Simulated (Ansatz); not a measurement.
Input file:

```yaml
crystal:
  periodic: [false, false, false]
  atoms:
    - {symbol: Ge, position_ang: [0.000000, -0.040516, 0.285357]}
    - {symbol: O, position_ang: [0.000000, 0.097280, -1.360296]}
    - {symbol: H, position_ang: [0.000000, 1.375714, 1.027442]}
basis:
  gaussian: {orbitals: cc-pVTZ}
total_charge: 1
magnetization: {spin_polarized: true, initial_magnetization: 0}
correlation: {method: ccsd_t, electrons: outside_noble_gas}
```

```sh
$ ansatz run in.yaml --threads 1 --pin off --events-out ev --progress --plain --max-ram 4096MiB --backend cpu
```

Output:

```
541 factors; integrals over basis functions are off by at most 1.3e-3 eV
mean field evaluation 1: about -58499.2892 eV, gradient 6.4e1 eV
mean field evaluation 2: about -58499.2916 eV, gradient 6.4e1 eV
mean field evaluation 4: about -58514.8530 eV, gradient 1.6e1 eV
mean field evaluation 8: about -58516.5807 eV, gradient 7.7e-1 eV
mean field evaluation 16: about -58516.5996 eV, gradient 1.9e-2 eV
mean field evaluation 32: about -58516.6078 eV, gradient 8.2e-1 eV
mean field evaluation 64: about -58517.8284 eV, gradient 2.6e0 eV
mean field evaluation 96: about -58516.5996 eV, gradient 3.6e-5 eV
mean field evaluation 128: about -58517.5700 eV, gradient 5.3e-4 eV
mean field evaluation 160: about -58517.8563 eV, gradient 9.6e0 eV
...
cycle   8  -8.08845410 eV  change   -6.5e-3 eV  update   1.9e-3
cycle   9  -8.08841027 eV  change    4.4e-5 eV  update   1.1e-3
cycle  10  -8.08755320 eV  change    8.6e-4 eV  update   5.6e-4
cycle  11  -8.08842977 eV  change   -8.8e-4 eV  update   2.9e-4
cycle  12  -8.08767522 eV  change    7.5e-4 eV  update   1.7e-4
cycle  13  -8.08788818 eV  change   -2.1e-4 eV  update   9.1e-5
cycle  14  -8.08780360 eV  change    8.5e-5 eV  update   4.5e-5
cycle  15  -8.08783083 eV  change   -2.7e-5 eV  update   2.2e-5
cycle  16  -8.08781256 eV  change    1.8e-5 eV  update   1.2e-5
cycle  17  -8.08781416 eV  change   -1.6e-6 eV  update   5.3e-6
perturbative correction -0.47778522 eV, -0.0175582828 hartree
Total energy: -58526.86131764 eV, -2150.8224824917 hartree
```

Ran on 1 thread of AMD EPYC 7R13, shared host: 31 s wall, 0.29 GiB peak host memory.
